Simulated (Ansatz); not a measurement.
# Chromium, bcc under BLYP: structure, energy and stiffness

The plan for chromium in the bcc structure: relax it, solve it on a dense k-mesh, switch on spin-orbit coupling, then scale the cell to 7 volumes from 88 to 112 % of the relaxed one and try a fit of the equation of state. The k-meshes are 15×15×15 for the relaxation; 25×25×25 for the dense run; 15×15×15 for spin-orbit coupling; 25×25×25 for the volumes. It starts from a deposited cell (COD).

Computed with Ansatz 0.2.0 (DFT BLYP, plane waves (420 eV) with PAW, scalar-relativistic; PAW files made under PBE, frozen cores solved again for the functional, unless a step says otherwise).

## (1) The structure to begin with

The structure is cubic, space group Im-3m (No. 229). Conventional cell: a = 2.884 Å, b = 2.884 Å, c = 2.884 Å, α = 90.00°, β = 90.00°, γ = 90.00°. Cr (site symmetry m-3m) has 8 Cr at 2.50 Å as nearest neighbours.

Structure file:

```
CELL_PARAMETERS angstrom
-1.44195 1.44195 1.44195
1.44195 -1.44195 1.44195
1.44195 1.44195 -1.44195
ATOMIC_POSITIONS crystal
Cr 0.00000 0.00000 0.00000
```

## (2) Relaxation of the cell

Contents of input.yaml:

```yaml
crystal:
  lattice:
    - [-1.44195, 1.44195, 1.44195]
    - [1.44195, -1.44195, 1.44195]
    - [1.44195, 1.44195, -1.44195]
  atoms:
    - { symbol: Cr, position: [0.0, 0.0, 0.0] }
hamiltonian:
  xc: blyp
  pseudopotentials:
    kind: paw
    azcp:
      Cr: "pseudopotentials/Cr.paw.azcp"
basis:
  ecutwfc: 420
  fft_grid_basis: typed
kpoints:
  mp_grid: { grid: [15, 15, 15], shift: [0, 0, 0] }
magnetization:
  spin_polarized: false
scf:
  occupations: { method: fermi_dirac, width: 0.1 }
relax:
  max_steps: 60
  f_tol: 0.01
  cell: {}
```

Further steps of the session: Single point on a dense mesh; With spin-orbit coupling; Equation of state: 88 %; Equation of state: 92 %; Equation of state: 96 %; Equation of state: 100 %; Equation of state: 104 %; Equation of state: 108 %; Equation of state: 112 %.

Q: Predict the outcome of this session. Wanted: space group; conventional cell; volume; shortest distance; gap on the mesh; relative to bcc, antiferromagnetic; V₀, B₀, B₀′.

**Answer**, as computed:

```
                          quantity                         value
    space group (spins left aside)               Im-3m (No. 229)
                 conventional cell                   a = 2.879 Å
                            volume                11.935 Å³/atom
                 shortest distance                       2.494 Å
       against the measured volume       -0.5 % (11.993 Å³/atom)
                   gap on the mesh  none (levels filled in part)
relative to bcc, antiferromagnetic                  +23 meV/atom
                       V₀, B₀, B₀′  11.929 Å³/atom, 235 GPa, 4.3
```

**Reading.** BLYP puts the volume 0.5 % below the deposited one. The deposited cell holds zero-point motion and, unless taken cold, thermal expansion, which account for some of this. The same structure in its antiferromagnetic state, relaxed in a run of its own, lies 23 meV/atom lower. No gap shows: it is a metal or semimetal at this level. Totals with and without spin-orbit coupling (-0.12 eV/atom apart) can't be read as binding, since the two-component data shift the zero of energy. The fitted modulus is 235 GPa, too stiff, partly because the moments are missing.
